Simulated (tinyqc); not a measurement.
Inside a calculation. Method: RKS/exchange-only LDA in the sto-3g basis, for HF, spin multiplicity 1. One step of it, computed by the program tinyqc.

Problem. Iteration 1: building the Kohn-Sham matrix. J_ij = sum D_kl (ij|kl); F = H + J + V_xc; E = tr D H + tr D J / 2 + E_xc + E_nn.

D at the start:
```
            1F 1s      1F 2s    1F 2px    1F 2py     1F 2pz      2H 1s
1F 1s    2.120447  -0.506504  0.000000  0.000000  -0.002022   0.014523
1F 2s   -0.506504   2.129858  0.000000  0.000000   0.010615  -0.059440
1F 2px   0.000000   0.000000  2.000000  0.000000   0.000000   0.000000
1F 2py   0.000000   0.000000  0.000000  2.000000   0.000000   0.000000
1F 2pz  -0.002022   0.010615  0.000000  0.000000   2.011113  -0.076637
2H 1s    0.014523  -0.059440  0.000000  0.000000  -0.076637   0.004557
```

core Hamiltonian H = T + V (hartree):
```
             1F 1s       1F 2s     1F 2px     1F 2py     1F 2pz      2H 1s
1F 1s   -40.321960   -9.460339   0.000000   0.000000  -0.003987  -0.275176
1F 2s    -9.460339  -10.800157   0.000000   0.000000  -0.049888  -0.735247
1F 2px    0.000000    0.000000  -8.491690   0.000000   0.000000   0.000000
1F 2py    0.000000    0.000000   0.000000  -8.491690   0.000000   0.000000
1F 2pz   -0.003987   -0.049888   0.000000   0.000000  -8.509858  -0.577964
2H 1s    -0.275176   -0.735247   0.000000   0.000000  -0.577964  -3.136189
```

Two-electron integrals (ij|kl) in chemists' order, unique and non-zero (hartree):
```
(11|11) 5.403501   (21|11) 0.841920   (21|21) 0.156299   (22|11) 1.268028
(22|21) 0.292344   (22|22) 0.926167   (31|31) 0.027998   (32|31) 0.043169
(32|32) 0.204588   (33|11) 1.264502   (33|21) 0.292403   (33|22) 0.925959
(33|33) 0.997514   (41|41) 0.027998   (42|41) 0.043169   (42|42) 0.204588
(43|43) 0.053770   (44|11) 1.264502   (44|21) 0.292403   (44|22) 0.925959
(44|33) 0.889973   (44|44) 0.997514   (51|51) 0.027998   (52|51) 0.043169
(52|52) 0.204588   (53|53) 0.053770   (54|54) 0.053770   (55|11) 1.264502
(55|21) 0.292403   (55|22) 0.925959   (55|33) 0.889973   (55|44) 0.889973
(55|55) 0.997514   (61|11) 0.024581   (61|21) 0.004527   (61|22) 0.008424
(61|33) 0.008415   (61|44) 0.008415   (61|51) 0.000173   (61|52) 0.000327
(61|55) 0.008443   (61|61) 0.000132   (62|11) 0.074547   (62|21) 0.017471
(62|22) 0.063476   (62|33) 0.062607   (62|44) 0.062607   (62|51) 0.001159
(62|52) 0.009869   (62|55) 0.065150   (62|61) 0.000513   (62|62) 0.005870
(63|31) 0.001678   (63|32) 0.010586   (63|53) 0.002025   (63|63) 0.000824
(64|41) 0.001678   (64|42) 0.010586   (64|54) 0.002025   (64|64) 0.000824
(65|11) 0.057745   (65|21) 0.013690   (65|22) 0.053363   (65|33) 0.051387
(65|44) 0.051387   (65|51) 0.002365   (65|52) 0.017520   (65|55) 0.057258
(65|61) 0.000414   (65|62) 0.006069   (65|65) 0.007024   (66|11) 0.296610
(66|21) 0.070582   (66|22) 0.296028   (66|33) 0.290386   (66|44) 0.290386
(66|51) 0.003940   (66|52) 0.048715   (66|55) 0.307256   (66|61) 0.002069
(66|62) 0.038540   (66|65) 0.047252   (66|66) 0.774606
```

nuclear repulsion = 2.67261218 hartree

V_xc (hartree):
```
            1F 1s      1F 2s     1F 2px     1F 2py     1F 2pz      2H 1s
1F 1s   -3.206223  -0.464016   0.000000   0.000000  -0.000070  -0.013631
1F 2s   -0.464016  -0.869991   0.000000   0.000000  -0.000199  -0.047451
1F 2px   0.000000   0.000000  -0.864426   0.000000   0.000000   0.000000
1F 2py   0.000000   0.000000   0.000000  -0.864426   0.000000   0.000000
1F 2pz  -0.000070  -0.000199   0.000000   0.000000  -0.864673  -0.033661
2H 1s   -0.013631  -0.047451   0.000000   0.000000  -0.033661  -0.066364
```

E_xc = sum of w rho eps_xc = -10.02607045 hartree

Give: Coulomb J; Kohn-Sham matrix F; total energy of this density.

Solution.

Coulomb J (hartree):
```
          1F 1s   1F 2s  1F 2px  1F 2py  1F 2pz   2H 1s
1F 1s   20.8911  4.0035  0.0000  0.0000  0.0003  0.1160
1F 2s    4.0035  9.9172  0.0000  0.0000  0.0005  0.6558
1F 2px   0.0000  0.0000  9.9083  0.0000  0.0000  0.0000
1F 2py   0.0000  0.0000  0.0000  9.9083  0.0000  0.0000
1F 2pz   0.0003  0.0005  0.0000  0.0000  9.9084  0.5417
2H 1s    0.1160  0.6558  0.0000  0.0000  0.5417  2.9602
```

Kohn-Sham matrix F (hartree):
```
           1F 1s    1F 2s  1F 2px  1F 2py   1F 2pz    2H 1s
1F 1s   -22.6371  -5.9208  0.0000  0.0000  -0.0037  -0.1728
1F 2s    -5.9208  -1.7530  0.0000  0.0000  -0.0495  -0.1269
1F 2px    0.0000   0.0000  0.5522  0.0000   0.0000   0.0000
1F 2py    0.0000   0.0000  0.0000  0.5522   0.0000   0.0000
1F 2pz   -0.0037  -0.0495  0.0000  0.0000   0.5339  -0.0699
2H 1s    -0.1728  -0.1269  0.0000  0.0000  -0.0699  -0.2424
```

total energy of this density = -96.811265 hartree
